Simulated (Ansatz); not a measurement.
# C₂H₆FNO: basis-set convergence

The task here is to estimate one member of a computed series from the others.

Program: Ansatz 0.2.0, Gaussian basis. Level of theory: one geometry, several basis sets. These are calculated values, not measurements.

Levels to be run: PBE0-D4/def2-SVP; ωB97M-V/def2-SVP; PBE0-D4/def2-QZVPP; ωB97M-V/def2-QZVPP; the functionals' def2-TZVPP values are taken from earlier runs.

### The geometry

The geometry comes from an earlier relaxation with PBE0-D4 in a triple-zeta def2 set; it is a stationary point, not always the lowest conformer.

SMILES `NC(F)CO`, 11 atoms, charge 0, spin multiplicity 1.

Atoms are counted from 1 here; the program's logs count them from 0.

Bond lengths: N1–C2 1.400 Å, N1–H6 1.009 Å, N1–H7 1.012 Å, C2–F3 1.427 Å, C2–C4 1.513 Å, C2–H8 1.093 Å, C4–O5 1.408 Å, C4–H9 1.091 Å, C4–H10 1.096 Å, O5–H11 0.962 Å. Angles: C2–N1–H6 113.2°, C2–N1–H7 111.6°, H6–N1–H7 110.9°, N1–C2–F3 112.2°, N1–C2–C4 111.6°, N1–C2–H8 110.7°, F3–C2–C4 105.7°, F3–C2–H8 104.8°, C4–C2–H8 111.5°, C2–C4–O5 111.2°, C2–C4–H9 109.2°, C2–C4–H10 108.9°, O5–C4–H9 107.1°, O5–C4–H10 111.6°, H9–C4–H10 108.7°, C4–O5–H11 107.2°.

Geometry (Å):

```xyz
11
charge 0, multiplicity 1
N    -0.31361    1.14009    0.87866
C    -0.55505   -0.15523    0.40669
F     0.08284   -1.14895    1.20738
C    -0.01448   -0.34874   -0.99327
O     1.36831   -0.08818   -1.04555
H    -0.58563    1.26852    1.84195
H     0.64991    1.41379    0.73690
H    -1.62058   -0.39422    0.46079
H    -0.50055    0.35816   -1.66747
H    -0.24654   -1.36711   -1.32590
H     1.80089   -0.73513   -0.47949
```

Set-up of the first run:

Contents of in.yaml:

```yaml
crystal:
  periodic: [false, false, false]
  atoms:
    - {symbol: N, position_ang: [-0.313610, 1.140089, 0.878664]}
    - {symbol: C, position_ang: [-0.555052, -0.155233, 0.406686]}
    - {symbol: F, position_ang: [0.082840, -1.148951, 1.207377]}
    - {symbol: C, position_ang: [-0.014476, -0.348744, -0.993266]}
    - {symbol: O, position_ang: [1.368306, -0.088176, -1.045549]}
    - {symbol: H, position_ang: [-0.585629, 1.268523, 1.841949]}
    - {symbol: H, position_ang: [0.649907, 1.413795, 0.736899]}
    - {symbol: H, position_ang: [-1.620585, -0.394221, 0.460792]}
    - {symbol: H, position_ang: [-0.500551, 0.358157, -1.667468]}
    - {symbol: H, position_ang: [-0.246538, -1.367111, -1.325897]}
    - {symbol: H, position_ang: [1.800889, -0.735128, -0.479487]}
basis:
  gaussian: {orbitals: def2-SVP}
hamiltonian: {xc: pbe0, dispersion: d4}
output: {orbitals: {seedname: orbitals}}
```

Launch:

```sh
ansatz run in.yaml --threads 4 --pin off --events-out ev --progress --plain --max-ram 10444MiB
```

Steps of the session up to this table: PBE0-D4 in def2-SVP; ωB97M-V in def2-SVP; PBE0-D4 in def2-QZVPP; ωB97M-V in def2-QZVPP.

One table of the session follows, with a row left open; its other results are not shown here.

| functional | basis | HOMO (eV) | LUMO (eV) |
| --- | --- | --- | --- |
| PBE0-D4 | def2-SVP | -7.52 | 1.81 |
| PBE0-D4 | def2-TZVPP | -7.80 | 1.02 |
| PBE0-D4 | def2-QZVPP | -7.86 | 0.61 |
| ωB97M-V | def2-SVP | ? | ? |
| ωB97M-V | def2-TZVPP | -10.24 | 2.47 |
| ωB97M-V | def2-QZVPP | -10.30 | 1.82 |

Estimate the missing values for ωB97M-V, def2-SVP.

As computed: HOMO (eV): -9.95; LUMO (eV): 3.49. In the column «HOMO (eV)» it lies between ωB97M-V, def2-TZVPP (-10.24) and PBE0-D4, def2-QZVPP (-7.86).
